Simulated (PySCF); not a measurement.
Molecule: SMILES C(C)(C)C(=O)[O-], [C₄H₇O₂]-.

Bonds (- single, = double, # triple, : aromatic): C1-C2 1.520 Å, C2-C3 1.520 Å, C2-C4 1.581 Å, C4=O5 1.246 Å, C4-O6 1.247 Å. C1 carries H7, H8, H9; C2 carries H10; C3 carries H11, H12, H13. Formal charges: O6 -1.

Total charge -1.

Geometry PBE0-D3(BJ)/def2-SVP throughout; GIAO in PySCF 2.14.0 with density-fitted response routines, gas phase, one conformer, non-relativistic; equivalent atoms averaged; functional PBE0.

Question: How do the absolute shieldings σ depend on the basis set? (ppm; last column core-seconds on shared hosts with different chips, so compare them loosely)

Answer: 
```tsv
basis set	functions	C4	C2	C1/C3	O5/O6	H7/H8/H9/H11/H12/H13	H10	core-s
STO-3G	37	132.6	205.7	210.8	53.6	32.18	32.22	2.8
6-31G	68	35.1	162.2	175.7	19.6	31.53	30.95	5.5
pcSseg-0	68	10.8	155.4	167.1	-17.0	31.70	31.27	5.2
6-31G*	98	37.1	158.7	170.9	47.6	31.01	30.43	8.1
def2-SVP	119	31.0	157.9	170.4	42.0	30.46	30.10	10
cc-pVDZ	119	34.4	157.8	172.5	42.1	30.38	30.04	10
pcSseg-1	137	11.5	147.2	160.6	9.4	30.26	29.93	10
aug-cc-pVDZ	201	26.4	155.1	172.5	44.5	30.14	29.62	21
6-311+G(2d,p)	204	13.2	147.3	163.6	19.8	30.35	29.71	23
def2-TZVP	228	12.9	147.2	163.3	17.3	30.35	29.77	27
cc-pVTZ	278	14.7	148.9	163.9	18.5	30.19	29.70	34
IGLO-III	280	6.2	143.5	159.7	10.9	30.20	29.61	33
pcSseg-2	314	5.0	143.6	159.6	10.7	30.08	29.53	47
```

Question: Which nucleus moves most, in ppm?

Answer: C4 (carboxylate carbon): from 5.0 ppm with pcSseg-2 to 132.6 ppm with STO-3G. The smallest spread is 2.10 ppm, at H7/H8/H9/H11/H12/H13. Proton shifts span only some 12 ppm, so a few tenths of a ppm matter as much there as several ppm in carbon.

Question: Taking the largest basis, pcSseg-2 (314 functions), as the yardstick, rank the others by their worst heavy-atom deviation.

Answer: IGLO-III 1.2 ppm (280 functions), pcSseg-1 6.5 ppm (137 functions), def2-TZVP 8.0 ppm (228 functions), 6-311+G(2d,p) 9.1 ppm (204 functions), cc-pVTZ 9.7 ppm (278 functions), pcSseg-0 27.7 ppm (68 functions), 6-31G 30.1 ppm (68 functions), def2-SVP 31.3 ppm (119 functions), cc-pVDZ 31.3 ppm (119 functions), aug-cc-pVDZ 33.8 ppm (201 functions), 6-31G* 36.9 ppm (98 functions), STO-3G 127.6 ppm (37 functions).

A small basis that lands close on one nucleus may do so by chance; judge by the trend and by all nuclei.
